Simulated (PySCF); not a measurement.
C2H3, charge +1, multiplicity 1. Atoms are numbered in the order given.

```xyz
5

C      0.0000     0.0000     0.6721
C      0.0000     0.0000    -0.5796
H      0.0000     0.0000     1.7533
H      0.0000    -0.9393    -1.1541
H      0.0000     0.9393    -1.1541
```
Charge +1, spin multiplicity 1.

Geometry: B3LYP-D3(BJ)/def2-TZVP. The multiplicity is an assumed one; other spin states were not compared. The isomer is the one that the SMILES or the coordinates give; other isomers of the formula were not compared.

The numbers are results of HF/def2-TZVPD (PySCF), not measurements.

Gas-phase values at a fixed geometry.

| Item | Value |
|---|---|
| total energy | -77.11665 hartree |
| point group | C2v |
| highest occupied level | -19.87 eV |
| lowest empty level | -6.34 eV |
| orbital gap | 13.53 eV |
| dipole moment about the centre of nuclear charge | 0.76 D |
| mean static polarisability | 18.0 bohr³ (2.66 Å³) |
| polarisability, principal values | 13.6, 14.9, 25.4 bohr³ |
